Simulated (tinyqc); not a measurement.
RKS/PBE in the sto-3g basis, for H2O, spin multiplicity 1, step by step (part 2 of 2). Computed by tinyqc, a small Python program that keeps every step (integrals from PySCF). Command: `OMP_NUM_THREADS=1 python tinyqc.py 31674 31675 out.jsonl` (the two numbers bound the seeds that draw the settings). One thread of a shared host (Intel(R) Xeon(R) Processor @ 2.60GHz), about 0.8 s of CPU time with the checks.

Geometry (angstrom):
```
atom         x          y         z
O     0.000000   0.000000  0.000000
H     0.000000   0.976000  0.645000
H     0.000000  -0.976000  0.645000
```

## Iteration 2: DIIS over 2 matrices

error matrix X^T (FDS - SDF) X:
```
           1          2         3          4          5          6          7
1   0.000000  -0.003090  0.000000   0.000000  -0.011324   0.006317   0.006317
2   0.003090   0.000000  0.000000   0.000000  -0.292976   0.028058   0.028058
3   0.000000   0.000000  0.000000   0.000000   0.000000   0.000000   0.000000
4   0.000000   0.000000  0.000000   0.000000   0.000000  -0.683584   0.683584
5   0.011324   0.292976  0.000000   0.000000   0.000000  -0.496129  -0.496129
6  -0.006317  -0.028058  0.000000   0.683584   0.496129   0.000000   0.000000
7  -0.006317  -0.028058  0.000000  -0.683584   0.496129   0.000000   0.000000
```

B (overlaps of the stored error matrices):
```
                1               2
1   2.2447053e+00  -2.0079816e+00
2  -2.0079816e+00   3.0289795e+00
```

Minimise |sum c_i e_i|^2 with sum c_i = 1: solve [B -1; -1 0][c; lambda] = [0; -1] with B_ij = tr e_i^T e_j, and take F = sum c_i F_i.

DIIS coefficients: 0.542212  0.457788

extrapolated F (hartree):
```
             1O 1s      1O 2s    1O 2px     1O 2py     1O 2pz      2H 1s      3H 1s
1O 1s   -18.119818  -4.705244  0.000000   0.000000  -0.003530  -0.654842  -0.654842
1O 2s    -4.705244  -1.807830  0.000000   0.000000  -0.058436  -0.486731  -0.486731
1O 2px    0.000000   0.000000  0.030471   0.000000   0.000000   0.000000   0.000000
1O 2py    0.000000   0.000000  0.000000  -0.061302   0.000000  -0.183410   0.183410
1O 2pz   -0.003530  -0.058436  0.000000   0.000000  -0.027129  -0.133865  -0.133865
2H 1s    -0.654842  -0.486731  0.000000  -0.183410  -0.133865  -0.187463  -0.127941
3H 1s    -0.654842  -0.486731  0.000000   0.183410  -0.133865  -0.127941  -0.187463
```

## Iteration 2: diagonalisation and new density

X:
```
            1O 1s      1O 2s    1O 2px     1O 2py     1O 2pz      2H 1s      3H 1s
1O 1s    1.023388  -0.134399  0.000000   0.000000  -0.005680   0.017700   0.017700
1O 2s   -0.134399   1.129179  0.000000   0.000000   0.052252  -0.196117  -0.196117
1O 2px   0.000000   0.000000  1.000000   0.000000   0.000000   0.000000   0.000000
1O 2py   0.000000   0.000000  0.000000   1.065213   0.000000  -0.161414   0.161414
1O 2pz  -0.005680   0.052252  0.000000   0.000000   1.025456  -0.095916  -0.095916
2H 1s    0.017700  -0.196117  0.000000  -0.161414  -0.095916   1.101169  -0.043525
3H 1s    0.017700  -0.196117  0.000000   0.161414  -0.095916  -0.043525   1.101169
```

Diagonalise F' = X^T F X, C = X C', fill 5 alpha and 5 beta electrons from the bottom; D = 2 C_occ C_occ^T. Each column has its largest component positive (the first on a tie).

F' = X^T F X (hartree):
```
            1          2         3          4          5          6          7
1  -17.758611  -2.532615  0.000000   0.000000  -0.021341  -0.062087  -0.062087
2   -2.532615  -0.867813  0.000000   0.000000   0.014318  -0.235708  -0.235708
3    0.000000   0.000000  0.030471   0.000000   0.000000   0.000000   0.000000
4    0.000000   0.000000  0.000000   0.053483   0.000000  -0.211659   0.211659
5   -0.021341   0.014318  0.000000   0.000000   0.017717  -0.129303  -0.129303
6   -0.062087  -0.235708  0.000000  -0.211659  -0.129303   0.010357  -0.044010
7   -0.062087  -0.235708  0.000000   0.211659  -0.129303  -0.044010   0.010357
```

orbital energies (hartree): MO1 -18.131213, MO2 -0.664221, MO3 -0.245407, MO4 -0.101155, MO5 0.030471, MO6 0.254229, MO7 0.353256

coefficients C:
```
              MO1        MO2        MO3        MO4       MO5        MO6        MO7
1O 1s    0.993154  -0.239320   0.000000   0.103156  0.000000  -0.108509   0.000000
1O 2s    0.029068   0.871320   0.000000  -0.496920  0.000000   0.604805   0.000000
1O 2px   0.000000   0.000000   0.000000   0.000000  1.000000   0.000000   0.000000
1O 2py   0.000000   0.000000   0.592480   0.000000  0.000000   0.000000   0.914196
1O 2pz   0.002109   0.088657   0.000000   0.734256  0.000000   0.725070   0.000000
2H 1s   -0.005490   0.169269   0.457703   0.356766  0.000000  -0.671801  -0.686823
3H 1s   -0.005490   0.169269  -0.457703   0.356766  0.000000  -0.671801   0.686823
```

D after iteration 2:
```
            1O 1s      1O 2s    1O 2px     1O 2py     1O 2pz      2H 1s      3H 1s
1O 1s    2.108540  -0.461830  0.000000   0.000000   0.113240  -0.018318  -0.018318
1O 2s   -0.461830   2.013947  0.000000   0.000000  -0.575112  -0.059912  -0.059912
1O 2px   0.000000   0.000000  2.000000   0.000000   0.000000   0.000000   0.000000
1O 2py   0.000000   0.000000  0.000000   0.702064   0.000000   0.542360  -0.542360
1O 2pz   0.113240  -0.575112  0.000000   0.000000   1.093993   0.553905   0.553905
2H 1s   -0.018318  -0.059912  0.000000   0.542360   0.553905   0.730912  -0.107057
3H 1s   -0.018318  -0.059912  0.000000  -0.542360   0.553905  -0.107057   0.730912
```

## Iteration 10 (converged): orbitals

converged F (hartree):
```
             1O 1s      1O 2s     1O 2px     1O 2py     1O 2pz      2H 1s      3H 1s
1O 1s   -18.366983  -4.754804   0.000000   0.000000  -0.017567  -0.661978  -0.661978
1O 2s    -4.754804  -1.899610   0.000000   0.000000  -0.106352  -0.513919  -0.513919
1O 2px    0.000000   0.000000  -0.058238   0.000000   0.000000   0.000000   0.000000
1O 2py    0.000000   0.000000   0.000000  -0.160192   0.000000  -0.202930   0.202930
1O 2pz   -0.017567  -0.106352   0.000000   0.000000  -0.114989  -0.155034  -0.155034
2H 1s    -0.661978  -0.513919   0.000000  -0.202930  -0.155034  -0.269437  -0.135850
3H 1s    -0.661978  -0.513919   0.000000   0.202930  -0.155034  -0.135850  -0.269437
```

As before.

F' = X^T F X (hartree):
```
            1          2          3          4          5          6          7
1  -18.005716  -2.542031   0.000000   0.000000  -0.029385  -0.063416  -0.063416
2   -2.542031  -0.962671   0.000000   0.000000  -0.037410  -0.227985  -0.227985
3    0.000000   0.000000  -0.058238   0.000000   0.000000   0.000000   0.000000
4    0.000000   0.000000   0.000000  -0.049160   0.000000  -0.205789   0.205789
5   -0.029385  -0.037410   0.000000   0.000000  -0.072669  -0.126873  -0.126873
6   -0.063416  -0.227985   0.000000  -0.205789  -0.126873  -0.074322  -0.040914
7   -0.063416  -0.227985   0.000000   0.205789  -0.126873  -0.040914  -0.074322
```

orbital energies (hartree): MO1 -18.377863, MO2 -0.758771, MO3 -0.332420, MO4 -0.161642, MO5 -0.058238, MO6 0.141982, MO7 0.249852

coefficients C:
```
              MO1        MO2        MO3        MO4       MO5        MO6        MO7
1O 1s    0.993351  -0.238455   0.000000   0.112344  0.000000  -0.099080   0.000000
1O 2s    0.028304   0.873529   0.000000  -0.533680  0.000000   0.569292   0.000000
1O 2px   0.000000   0.000000   0.000000   0.000000  1.000000   0.000000   0.000000
1O 2py   0.000000   0.000000   0.604123   0.000000  0.000000   0.000000   0.906544
1O 2pz   0.002932   0.149350   0.000000   0.729574  0.000000   0.719813   0.000000
2H 1s   -0.005470   0.156573   0.448882   0.349507  0.000000  -0.678661  -0.692620
3H 1s   -0.005470   0.156573  -0.448882   0.349507  0.000000  -0.678661   0.692620
```

D after iteration 10:
```
            1O 1s      1O 2s    1O 2px     1O 2py     1O 2pz      2H 1s      3H 1s
1O 1s    2.112454  -0.480273  0.000000   0.000000   0.098525  -0.007008  -0.007008
1O 2s   -0.480273   2.097338  0.000000   0.000000  -0.517628  -0.099817  -0.099817
1O 2px   0.000000   0.000000  2.000000   0.000000   0.000000   0.000000   0.000000
1O 2py   0.000000   0.000000  0.000000   0.729929   0.000000   0.542360  -0.542360
1O 2pz   0.098525  -0.517628  0.000000   0.000000   1.109183   0.556718   0.556718
2H 1s   -0.007008  -0.099817  0.000000   0.542360   0.556718   0.696390  -0.109590
3H 1s   -0.007008  -0.099817  0.000000  -0.542360   0.556718  -0.109590   0.696390
```

## Convergence

Stop when the energy changes by less than 1e-10 hartree and every element of the error matrix X^T (F D S - S D F) X is below 3e-06.

Course of the cycle:
```
iteration   E (hartree)     change  largest element of the error matrix
1          -73.41719958          -                             5.11e-01
2          -73.86010924  -4.43e-01                             6.84e-01
3          -75.07927462  -1.22e+00                             5.76e-02
4          -75.07995937  -6.85e-04                             5.52e-02
5          -75.07982559   1.34e-04                             5.56e-02
6          -75.08006281  -2.37e-04                             5.39e-02
7          -75.08251664  -2.45e-03                             3.44e-02
8          -75.08416824  -1.65e-03                             4.24e-03
9          -75.08419330  -2.51e-05                             4.67e-06
10         -75.08419330  -3.09e-11                             1.93e-07
```

PySCF RKS in the same basis, fine grid = -75.20414354 hartree

Converged in 10 iterations. The coarse grid moves the energy by +1.20e-01 hartree.

## Populations, bond orders and dipole

overlap S:
```
           1O 1s     1O 2s    1O 2px     1O 2py    1O 2pz     2H 1s      3H 1s
1O 1s   1.000000  0.236704  0.000000   0.000000  0.000000  0.032545   0.032545
1O 2s   0.236704  1.000000  0.000000   0.000000  0.000000  0.346774   0.346774
1O 2px  0.000000  0.000000  1.000000   0.000000  0.000000  0.000000   0.000000
1O 2py  0.000000  0.000000  0.000000   1.000000  0.000000  0.261819  -0.261819
1O 2pz  0.000000  0.000000  0.000000   0.000000  1.000000  0.173026   0.173026
2H 1s   0.032545  0.346774  0.000000   0.261819  0.173026  1.000000   0.128922
3H 1s   0.032545  0.346774  0.000000  -0.261819  0.173026  0.128922   1.000000
```

Mulliken: Z minus the diagonal of D S on the atom; Loewdin: the same with S^(1/2) D S^(1/2); Mayer order: 2 sum_s sum (D(s) S)_ij (D(s) S)_ji over the two atoms.

Charges (e):
```
atom   Mulliken    Loewdin
1O    -0.228509  -0.170301
2H     0.114255   0.085151
3H     0.114255   0.085151
```

Mayer bond orders:
```
pair     order
2-1   0.976881
3-1   0.976881
3-2   0.010065
```

dipole moment about the origin, x y z (debye): 0.000000  0.000000  1.283221
